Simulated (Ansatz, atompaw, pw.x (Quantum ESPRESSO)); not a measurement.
pw.x on bcc W: one setting changed

Potential: PAW, atompaw 4.2.0.5, PBE; core [Kr] 4d10 4f14, reference 5s2 5p6 5d4 6s2 6p0; waves: 5s (bound); 6s (bound); 5p (bound); 6p (bound, empty); 5d (bound); 5d channel at 0.4 Ry; local part: ultrasoft scheme with l = 3 at 0 Ry, radius 2.25 bohr; core correction: smooth core density matched at 1.50 bohr; augmentation: besselshape compensation charge, radius 2.20 bohr; PAW radius 2.70 bohr; waves and projectors: bloechl.

The reference run (k-mesh 14³, cutoffs 45/450 Ry, Fermi–Dirac 0.01 Ry, mixing_beta 0.4, conv_thr 1e-9, no spin) gives -0.29 GPa at 16.130 Å³/atom, where all-electron LAPW gives 0.30 GPa. This run, with its own iteration cap, changes mixing_beta to 0.9.

```
&control
  calculation='scf', prefix='x', pseudo_dir='./', outdir='./tmp', tstress=.true., disk_io='none'
/
&system
  ibrav=0, nat=1, ntyp=1, ecutwfc=45, ecutrho=450, nbnd=15,
  occupations='smearing', smearing='fd', degauss=0.01
/
&electrons
  conv_thr=1e-09, mixing_beta=0.9, electron_maxstep=50
/
ATOMIC_SPECIES
W 1.0 W.UPF
CELL_PARAMETERS angstrom
  -1.59168867 1.59168867 1.59168867
  1.59168867 -1.59168867 1.59168867
  1.59168867 1.59168867 -1.59168867
ATOMIC_POSITIONS crystal
W 0.0000 0.0000 0.0000
K_POINTS automatic
14 14 14 0 0 0
```

```bash
pw.x < W.scf.in > W.scf.out
```

**Question.** How does the run end?

**Answer.** It converges in 7 iterations; the free energy moves by +0.0 meV/atom and the pressure by +0.01 GPa. The result is that of the reference run.

```
Message from routine setup:
     using ibrav=0 with symmetry is DISCOURAGED, use correct ibrav instead
     lattice parameter (alat)  =       5.2098  a.u.
     unit-cell volume          =     108.8506 (a.u.)^3
     number of electrons       =        14.00
     number of Kohn-Sham states=           15
     kinetic-energy cutoff     =      45.0000  Ry
     charge density cutoff     =     450.0000  Ry
     scf convergence threshold =      1.0E-09
     Exchange-correlation= SLA PW PBX PBC
     number of k points=   104  Fermi-Dirac smearing, width (Ry)=  0.0100
     iteration #  1     ecut=    45.00 Ry     beta= 0.90
     total energy              =    -760.24358525 Ry
     estimated scf accuracy    <       0.04668460 Ry
     iteration #  2     ecut=    45.00 Ry     beta= 0.90
     total energy              =    -760.25825313 Ry
     estimated scf accuracy    <       0.01943493 Ry
     iteration #  3     ecut=    45.00 Ry     beta= 0.90
     total energy              =    -760.26166642 Ry
     estimated scf accuracy    <       0.00007224 Ry
     iteration #  4     ecut=    45.00 Ry     beta= 0.90
     total energy              =    -760.26169148 Ry
     estimated scf accuracy    <       0.00000147 Ry
     iteration #  5     ecut=    45.00 Ry     beta= 0.90
     total energy              =    -760.26169157 Ry
     estimated scf accuracy    <       0.00000002 Ry
     iteration #  6     ecut=    45.00 Ry     beta= 0.90
     total energy              =    -760.26169158 Ry
     estimated scf accuracy    <          5.3E-09 Ry
     iteration #  7     ecut=    45.00 Ry     beta= 0.90
     the Fermi energy is    21.4537 ev
!    total energy              =    -760.26169158 Ry
     estimated scf accuracy    <          8.5E-13 Ry
     smearing contrib. (-TS)   =      -0.00240123 Ry
     The total energy is F=E-TS. E is the sum of the following terms:
     one-electron contribution =     -11.16883572 Ry
     hartree contribution      =      19.76848747 Ry
     xc contribution           =     -19.83635408 Ry
     ewald contribution        =    -118.57114108 Ry
     one-center paw contrib.   =    -630.45144693 Ry
     convergence has been achieved in   7 iterations
          total   stress  (Ry/bohr**3)                   (kbar)     P=       -2.83
     Message from routine punch:
     Nothing written, as per user request (disk_io='none')
```

The run took about 7 s on one core of a shared host (AMD EPYC 9R45 96-Core Processor, 96 threads, 376 GiB, load 19).
